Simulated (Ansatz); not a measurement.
# BSiH (singlet): geometry optimisation

Where does this start of BSiH (singlet) end when it is relaxed?

Computed with Ansatz 0.2.0, Gaussian basis. Level: RKS PBE0/def2-TZVP.

### 1 Starting geometry

3 atoms, charge 0, spin multiplicity 1.

Atoms are counted from 1 here; the program's logs count them from 0.

Bond lengths: Si1–B2 1.802 Å, B2–H3 1.169 Å. Angles: Si1–B2–H3 136.5°.

As a file:

```xyz
3

Si   -0.55331   -0.04967   -0.00088
B     1.24633    0.04564    0.00227
H     2.04970    0.89447    0.00026
```

The start was built by rule and, where that kept it together, relaxed with GFN2-xTB. Sticks and bond lists go by distance. 

### 2 The run

The input, in.yaml:

```yaml
crystal:
  periodic: [false, false, false]
  atoms:
    - {symbol: Si, position_ang: [-0.553314, -0.049667, -0.000883]}
    - {symbol: B, position_ang: [1.246335, 0.045635, 0.002271]}
    - {symbol: H, position_ang: [2.049705, 0.894470, 0.000257]}
basis:
  gaussian: {orbitals: def2-TZVP}
hamiltonian: {xc: pbe0}
relax: {f_tol: 0.004, max_steps: 80}
```

On the command line:

```bash
$ ansatz run in.yaml --threads 1 --pin off --events-out ev --progress --plain --max-ram 1740MiB
```

What does the calculation give? Wanted: energy gained; shift from the start; total energy; dipole moment.

**Answer**, as computed:

| quantity | value |
| --- | --- |
| steps | 7 |
| energy gained | 0.356 eV |
| shift from the start (rms) | 0.276 Å |
| total energy | -8561.2774 eV |
| dipole moment | 0.70 D |

In words: The bonds of the start are those of the end. Si1–B2 went from 1.802 to 1.895 Å. No vibrations were run, so this is a stationary point, not a proven minimum, and this spin need not be the ground state's.
